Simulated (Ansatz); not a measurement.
in.yaml

```yaml
crystal:
  periodic: [false, false, false]
  atoms:
    - {symbol: B, position_ang: [-0.008879, -1.312613, 1.090701]}
    - {symbol: S, position_ang: [0.047746, 0.340081, 1.503234]}
    - {symbol: Ga, position_ang: [-0.040514, 0.049769, -0.838205]}
    - {symbol: H, position_ang: [1.378800, -0.182609, -1.538412]}
basis:
  gaussian: {orbitals: cc-pVDZ}
magnetization: {spin_polarized: false, initial_magnetization: 1}
correlation: {method: ccsd_t, electrons: outside_noble_gas}
accuracy: high
```

```sh
$ ansatz run in.yaml --threads 1 --pin off --events-out ev --progress --plain --max-ram 2393MiB
```

Log:

```
1419 factors; integrals over basis functions are off by at most 4.4e-9 eV
mean field evaluation 1: about -63834.8889 eV, gradient 1.4e1 eV
mean field evaluation 2: about -63834.9304 eV, gradient 1.4e1 eV
mean field evaluation 4: about -63836.1983 eV, gradient 2.3e0 eV
mean field evaluation 8: about -63836.2808 eV, gradient 3.5e-1 eV
mean field evaluation 16: about -63836.2832 eV, gradient 7.0e-8 eV
mean field evaluation 32: about -63822.9143 eV, gradient 2.9e1 eV
mean field evaluation 64: about -63817.6833 eV, gradient 5.2e1 eV
mean field evaluation 96: about -63831.5294 eV, gradient 7.6e0 eV
mean field -63836.28318827 eV, -2345.9401373822 hartree, gradient 7.0e-8 eV, S^2 0.750000; 2 other end points of the search recorded, 0 dependent functions left out
mean field evaluation 128: about -63836.3373 eV, gradient 2.4e-1 eV
mean field evaluation 160: about -63836.3909 eV, gradient 3.0e-4 eV
determinant -63836.28318827 eV, -2345.9401373822 hartree, with singles and doubles -63843.95643797 eV, -2346.2221241076 hartree
determinant -63833.39511578 eV, -2345.8340026758 hartree, with singles and doubles -63841.37015390 eV, -2346.1270799208 hartree
20 core orbitals not correlated: weight in the atoms' cores, before any rotation towards them, 0.996 or more for the frozen orbitals, at most 0.005 for the correlated occupied ones
reference -63836.28318827 eV, -2345.9401373822 hartree; 7, 6 occupied and 37, 38 virtual orbitals, 1419 factors
second order -6.72256144 eV of doubles, -0.02505056 eV of singles
...
cycle  21  -7.67462112 eV  change   -4.7e-8 eV  update   5.4e-8
cycle  22  -7.67462114 eV  change   -1.8e-8 eV  update   3.7e-8
cycle  23  -7.67462075 eV  change    3.8e-7 eV  update   1.8e-7
cycle  24  -7.67462069 eV  change    6.1e-8 eV  update   7.6e-8
cycle  25  -7.67462065 eV  change    4.6e-8 eV  update   3.2e-8
cycle  26  -7.67462064 eV  change    9.3e-9 eV  update   1.4e-8
cycle  27  -7.67462063 eV  change    7.4e-9 eV  update   7.5e-9
cycle  28  -7.67462063 eV  change   8.5e-10 eV  update   4.4e-9
cycle  29  -7.67462063 eV  change   1.8e-10 eV  update   2.1e-9
cycle  30  -7.67462063 eV  change  -9.6e-11 eV  update   1.2e-9
perturbative correction -0.35979245 eV, -0.0132221287 hartree
Total energy: -63844.31760135 eV, -2346.2353966169 hartree
```

Ran on 1 thread of AMD EPYC 7B13, shared host: 13 s wall, 0.27 GiB peak host memory.
